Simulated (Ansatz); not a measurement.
Two isomers of C4H4OS: A = `O=C1CC=CS1`, B = `C=CSC#CO`.

Gas-phase electronic energies from Ansatz, PBE0-D4/def2-TZVP geometries. CCSD(T)/CBS is the MP2 limit (def2-TZVPP, def2-QZVPP) plus CCSD(T) − MP2 in def2-TZVPP, frozen cores. Functionals use def2-TZVPP. B3LYP here is the variant with VWN-RPA as its local correlation; programs differ in this. Each species was taken in one conformer, which may not be the lowest.

A:

Z-matrix (Å, degrees):
```
C
C 1 1.518
C 1 1.484 2 108.8
H 1 1.096 2 107.7 3 -122.9
H 1 1.096 2 107.8 3 122.9
S 2 1.796 1 109.5 3 -0.0
O 2 1.194 1 126.6 3 179.9
C 3 1.330 1 114.8 2 0.0
H 3 1.082 1 122.3 2 180.0
H 8 1.082 3 126.1 1 180.0
```

B:

```xyz
10

C    -0.095   -2.585    0.374
C    -0.220   -1.267    0.293
S    -0.118   -0.394   -1.228
C    -0.037    1.196   -0.724
C     0.044    2.371   -0.465
O     0.022    3.637   -0.179
H     0.111   -3.202   -0.494
H    -0.205   -3.085    1.327
H    -0.422   -0.643    1.156
H     0.920    3.972   -0.061
```

Q: Which is lower in electronic energy at CCSD(T)/CBS, and by how much? (Estimate.)

A: The calculation gave: A, by 270.0 kJ/mol.

Q: Give E(B) − E(A) in kJ/mol with CCSD/def2-TZVPP, r2SCAN-D4, CCSD(T)/def2-TZVPP, B2PLYP, MP2/def2-TZVPP, B3LYP, ωB97M-V. (Estimate.)

A: Computed: CCSD/def2-TZVPP 267.8, r2SCAN-D4 284.2, CCSD(T)/def2-TZVPP 271.7, B2PLYP 263.1, MP2/def2-TZVPP 272.2, B3LYP 255.9, ωB97M-V 272.8. None reverses the order clearly.

Largest T1 diagnostic: 0.016.

In def2-TZVPP, CCSD(T) changes the Hartree–Fock value by +15.7 kJ/mol (the triples alone add +3.9 kJ/mol) and MP2 by +16.2 kJ/mol. The D4 term adds +8.5 kJ/mol with B3LYP and +4.1 kJ/mol with PBE0; it sums over pairs of atoms, weighted by their polarisabilities, and B3LYP, whose exchange is more repulsive, gets the larger term.
